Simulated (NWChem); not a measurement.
# One shape, several levels: SiO (SMILES O=[Si])

Aim: a comparison of 6 runs (B3LYP/6-31G*, B3LYP/STO-3G, B3LYP/3-21G, B3LYP/6-31G, B3LYP/6-31G**, B3LYP/6-311G**) of SiO. 

The results are computed with NWChem 7.3.0.

**1. Starting point**

The species is SiO (2 atoms), meant as a singlet with charge 0. SMILES: `O=[Si]`. Geometry: relaxed at PBE0-D4/def2-TZVP.

Bond lengths: O1–Si2 1.509 Å.

**2. Energy and forces at B3LYP/6-31G(d) (spherical functions) (run 1)**

nw.nw

```
START nw
TITLE "OSi"
memory 2200 mb
charge 0
GEOMETRY units angstroms noautosym nocenter noautoz
O       -0.640700       0.231500      -0.324000
Si       0.640700      -0.231500       0.324000
END
BASIS spherical bse
* library 6-31G*
END
DFT
xc b3lyp
grid fine
convergence energy 1e-08
iterations 100
mulliken
print low
END
TASK dft gradient
```

The run is started by

```
$ nwchem nw.nw > nw.out
```

The program printed:

```text
[...]
 d= 0,ls=0.0,diis     1   -364.5650707695 -4.04D+02  7.93D-02  1.07D+00     0.2
[...]
 d= 0,ls=0.0,diis     8   -364.7163158848 -7.86D-10  2.64D-06  1.42D-08     1.0
         Total DFT energy =     -364.716315884818
      One electron energy =     -583.103766036642
           Coulomb energy =      208.593145916712
    Exchange-Corr. energy =      -29.489030961509
 Nuclear repulsion energy =       39.283335196622
[...]
      Total Density - Mulliken Population Analysis
     ---------------------------------------------
    Atom       Charge   Shell Charges
 -----------   ------   -------------------------------------------------------
    1 O    8     8.47   2.00  0.94  2.82  0.93  1.77  0.02
    2 Si  14    13.53   2.00  2.00  5.96  1.21  1.26  0.64  0.32  0.15
[...]
                         DFT ENERGY GRADIENTS
    atom               coordinates                        gradient
                 x          y          z           x          y          z
   1 O      -1.210747   0.437472  -0.612271    0.016009  -0.005784   0.008096
   2 Si      1.210747  -0.437472   0.612271   -0.016009   0.005784  -0.008096
 Task  times  cpu:        1.4s     wall:        1.4s
 Total times  cpu:        1.5s     wall:        1.5s
```

It took 2 s on 1 thread of Intel Xeon 6975P-C (Granite Rapids), shared host; peak memory 0.11 GiB.

**3. Energy and forces at B3LYP/STO-3G (run 2)**

osi.nw

```
START osi
memory total 2200 mb

GEOMETRY noautosym nocenter noautoz
   O     -0.640700     0.231500    -0.324000
   Si     0.640700    -0.231500     0.324000
END

BASIS "ao basis" spherical bse
   * library STO-3G
END

DFT
   xc b3lyp
   grid fine
   convergence energy 1e-08
   iterations 100
   mulliken
   noprint "final vectors analysis"
END

TASK dft gradient
```

The run is started by

```
$ nwchem osi.nw > osi.out
```

The program printed:

```text
[...]
          Wavefunction type:  closed shell.
          No. of atoms     :     2
          No. of electrons :    22
[...]
          Charge           :     0
          Spin multiplicity:     1
[...]
          AO basis - number of functions:    14
[...]
              XC Information
              --------------
                         B3LYP Method XC Potential
                     Hartree-Fock (Exact) Exchange  0.200
                        Slater Exchange Functional  0.800 local
                    Becke 1988 Exchange Functional  0.720 non-local
              Lee-Yang-Parr Correlation Functional  0.810
                  VWN I RPA Correlation Functional  0.190 local
[...]
 d= 0,ls=0.0,diis     1   -360.0253638856 -3.99D+02  2.83D-01  1.05D+00     0.1
[...]
 d= 0,ls=0.0,diis    10   -360.2809896539 -1.93D-11  6.90D-08  1.28D-12     0.3
         Total DFT energy =     -360.280989653930
      One electron energy =     -580.932717874804
           Coulomb energy =      211.015847452387
    Exchange-Corr. energy =      -29.647454428135
 Nuclear repulsion energy =       39.283335196622
[...]
      Total Density - Mulliken Population Analysis
     ---------------------------------------------
    Atom       Charge   Shell Charges
 -----------   ------   -------------------------------------------------------
    1 O    8     8.38   2.00  1.94  4.44
    2 Si  14    13.62   2.00  2.00  5.88  1.84  1.91
[...]
  wavefunction    = closed shell
                         DFT ENERGY GRADIENTS
    atom               coordinates                        gradient
                 x          y          z           x          y          z
   1 O      -1.210747   0.437472  -0.612271    0.024022  -0.008680   0.012148
   2 Si      1.210747  -0.437472   0.612271   -0.024022   0.008680  -0.012148
[...]
```

Run time: 0.98 s. Hardware: 1 thread of Intel Xeon 6975P-C (Granite Rapids), shared host; peak memory 0.1 GiB.

Runs 3 to 5 aren't shown in full; the table further down has their settings and results.

**4. Energy and forces at B3LYP/6-311G(d,p) (run 6)**

a.nw

```
start a
title "OSi B3LYP"
memory 2200 mb

geometry units angstroms noautosym nocenter noautoz
 O    -0.640700    0.231500   -0.324000
 Si    0.640700   -0.231500    0.324000
end

basis spherical bse
 * library 6-311G**
end

dft
 xc b3lyp
 grid fine
 convergence energy 1e-08
 iterations 100
 mulliken
 noprint "final vectors analysis"
end

task dft gradient
```

The run is started by

```
$ nwchem a.nw > a.out
```

The program printed:

```text
[...]
          Wavefunction type:  closed shell.
          No. of atoms     :     2
          No. of electrons :    22
[...]
          Charge           :     0
          Spin multiplicity:     1
[...]
          AO basis - number of functions:    44
[...]
              XC Information
              --------------
                         B3LYP Method XC Potential
                     Hartree-Fock (Exact) Exchange  0.200
                        Slater Exchange Functional  0.800 local
                    Becke 1988 Exchange Functional  0.720 non-local
              Lee-Yang-Parr Correlation Functional  0.810
                  VWN I RPA Correlation Functional  0.190 local
[...]
 d= 0,ls=0.0,diis     1   -364.6042953711 -4.04D+02  4.87D-02  1.47D+00     0.2
[...]
 d= 0,ls=0.0,diis    10   -364.7653725276 -1.52D-09  1.05D-07  5.54D-11     1.2
         Total DFT energy =     -364.765372527588
      One electron energy =     -583.345580412659
           Coulomb energy =      208.801865236757
    Exchange-Corr. energy =      -29.504992548308
 Nuclear repulsion energy =       39.283335196622
[...]
  wavefunction    = closed shell
                         DFT ENERGY GRADIENTS
    atom               coordinates                        gradient
                 x          y          z           x          y          z
   1 O      -1.210747   0.437472  -0.612271    0.011418  -0.004126   0.005774
   2 Si      1.210747  -0.437472   0.612271   -0.011418   0.004126  -0.005774
[...]
```

Run time: 2.3 s. Hardware: 1 thread of Intel Xeon 6975P-C (Granite Rapids), shared host; peak memory 0.11 GiB.

**5. The series**

```
run                                level  energy (Eh)  largest force (eV/Å)  wall time
  1   B3LYP/6-31G* (spherical functions)  -364.716316                 0.969        2 s
  2                         B3LYP/STO-3G  -360.280990                 1.454     0.98 s
  3                          B3LYP/3-21G  -362.778556                 4.247        1 s
  4                          B3LYP/6-31G  -364.659539                 4.817      1.5 s
  5  B3LYP/6-31G** (spherical functions)  -364.716316                 0.969        2 s
  6                       B3LYP/6-311G**  -364.765373                 0.691      2.3 s
```

**6. Outcome**

| quantity | value |
| --- | --- |
| run 6: total energy | -364.76537 Eh |
| run 6: dipole moment | 2.86 D |
| run 6: largest force on an atom | 0.691 eV/Å |

In words: Over runs 2, 3, 4, 5, 6 the dipole moment (its size) runs from 1.28 D (B3LYP/STO-3G) to 2.86 D (B3LYP/6-311G**). In run 2 the basis is minimal, so the values are rough. All runs together took 9.7 s, the longest 2.3 s.
